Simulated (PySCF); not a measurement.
TDDFT excited states: C2HClN2S

C2HClN2S.
SMILES: `ClC1=NSC=N1`

Method: PySCF 2.14.0, density-fitted response routines, TDDFT PBE0/def2-SVPD, vertical, gas phase, core orbitals frozen in the response. Isolated species at its PBE0-D3(BJ)/def2-SVP geometry, gas phase.

```json
{"state": "S1", "E (eV)": "5.22", "E (kJ/mol)": "503", "λ (nm)": "237.6", "f": "0.0006", "symmetry": "–", "main configurations (H = HOMO, L = LUMO)": "H-1→L (97%)"}
{"state": "S2", "E (eV)": "5.47", "E (kJ/mol)": "528", "λ (nm)": "226.7", "f": "0.089", "symmetry": "A′", "main configurations (H = HOMO, L = LUMO)": "H→L (93%)"}
{"state": "S3", "E (eV)": "5.78", "E (kJ/mol)": "558", "λ (nm)": "214.4", "f": "0.0001", "symmetry": "–", "main configurations (H = HOMO, L = LUMO)": "H→L+1 (95%)"}
{"state": "S4", "E (eV)": "6.25", "E (kJ/mol)": "603", "λ (nm)": "198.5", "f": "0.0009", "symmetry": "–", "main configurations (H = HOMO, L = LUMO)": "H-4→L (79%), H-3→L (17%)"}
{"state": "S5", "E (eV)": "6.49", "E (kJ/mol)": "626", "λ (nm)": "190.9", "f": "0.0019", "symmetry": "–", "main configurations (H = HOMO, L = LUMO)": "H-3→L (78%), H-4→L (18%)"}
{"state": "S6", "E (eV)": "6.69", "E (kJ/mol)": "645", "λ (nm)": "185.4", "f": "0.0096", "symmetry": "A′", "main configurations (H = HOMO, L = LUMO)": "H-1→L+1 (90%)"}
{"state": "S7", "E (eV)": "6.72", "E (kJ/mol)": "648", "λ (nm)": "184.5", "f": "0.0075", "symmetry": "A′", "main configurations (H = HOMO, L = LUMO)": "H-2→L (80%)"}
{"state": "S8", "E (eV)": "7.17", "E (kJ/mol)": "692", "λ (nm)": "173.0", "f": "0.0010", "symmetry": "–", "main configurations (H = HOMO, L = LUMO)": "H-1→L+2 (91%)"}
{"state": "S9", "E (eV)": "7.20", "E (kJ/mol)": "695", "λ (nm)": "172.2", "f": "0.0000", "symmetry": "–", "main configurations (H = HOMO, L = LUMO)": "H-2→L+1 (89%)"}
{"state": "S10", "E (eV)": "7.24", "E (kJ/mol)": "699", "λ (nm)": "171.2", "f": "0.178", "symmetry": "A′", "main configurations (H = HOMO, L = LUMO)": "H→L+2 (78%)"}
```

Triplets (Tamm–Dancoff): T1 3.90 eV, H→L (90%); T2 4.78 eV, H-1→L (93%); T3 4.99 eV, H-2→L (88%); T4 5.31 eV, H→L+1 (78%), H-4→L (14%).

The lowest singlet lies at 5.22 eV (238 nm, ultraviolet) and is very weak; its leading configuration is HOMO-1→LUMO (97%). The most intense listed level is S10 at 7.24 eV (171 nm, f = 0.178), 2.03 eV above S1. It is the last of those listed, so stronger ones may follow. Löwdin shares by element: HOMO sulfur 29%, chlorine 28%, nitrogen 14% or more, carbon 13% or more (atoms not listed hold the other 16%); LUMO nitrogen 32%, carbon 28% or more, sulfur 24% (atoms not listed hold the other 16%). Orbital energies (eV): HOMO-3 -9.61, HOMO-2 -9.56, HOMO-1 -8.85, HOMO -8.10, LUMO -1.87, LUMO+1 -0.78, LUMO+2 0.13. Of the 10 states listed, 2 reach f = 0.01 and 2 stay under 0.0005. The listed states span 2.03 eV, and the widest gap between neighbours is 0.46 eV (S3 to S4). All these states lie below the vertical ionisation energy of 10.16 eV (ΔSCF). Symmetry labels in Cs follow from the direction of the transition dipole and are given only for states with f of 0.002 or more. Only the lowest 10 singlets were computed, as vertical energies without vibronic structure.

The run took 31 s on one thread, x86-64 server, shared host.
